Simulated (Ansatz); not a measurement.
What a trial cell of CaAs2 relaxes into

The calculation used DFT PBE, scalar-relativistic, plane waves, PAW (Ansatz). Cutoff 420 eV, Γ-centred k mesh, Gaussian smearing, no spin polarisation in the final step.

The start puts CaAs2 on the fluorite structure type (Fm-3m, No. 225), with As in place of F, at a guessed volume.

```yaml
crystal:
  lattice:
    - [0.00000, 3.24504, 3.24504]
    - [3.24504, 0.00000, 3.24504]
    - [3.24504, 3.24504, 0.00000]
  atoms:
    - { symbol: Ca, position: [0.00000, 0.00000, 0.00000] }
    - { symbol: As, position: [0.25000, 0.25000, 0.25000] }
    - { symbol: As, position: [0.75000, 0.75000, 0.75000] }
```

Cell and atoms relax at zero pressure; the relaxation can't lower the symmetry of the start. After a coarse first stage the cell is made exact in the group found at 0.06 Å.

Formation energies are uncorrected and refer to the elements' standard structures at the same level.

(1) Which crystal results?

(2) What are its volume, energy, density and gap?

Answers

(1) It keeps Fm-3m (No. 225). The result has the fluorite structure. Conventional cell: a = 6.791 Å. Around Ca lie 8 As at 2.94 Å; As is coordinated by 4 Ca at 2.94 Å and 6 As at 3.40 Å.

Space group Fm-3m (No. 225). a = 6.791 Å, b = 6.791 Å, c = 6.791 Å, α = 90.00°, β = 90.00°, γ = 90.00°
```
atom site symmetry x y z
  Ca    4a m-3m  0.0000  0.0000  0.0000
  As    8c      -43m  0.2500  0.7500  0.7500
```

(2) The volume per atom is 26.10 Å³. The density is 4.03 g/cm³, the energy over the elements is -0.21 eV/atom and the gap on the 12×12×12 mesh is 0 eV (a metal).

The final run used a 12×12×12 mesh on its 3-atom cell and 0.10 eV smearing. The k mesh leaves about 4 meV/atom of noise in metals. A structure relaxed within its symmetry needn't be a true minimum.

Cost: 3 runs of about 0.32 core-minutes in all, on Intel Xeon 6975P-C (Granite Rapids) (shared hosts).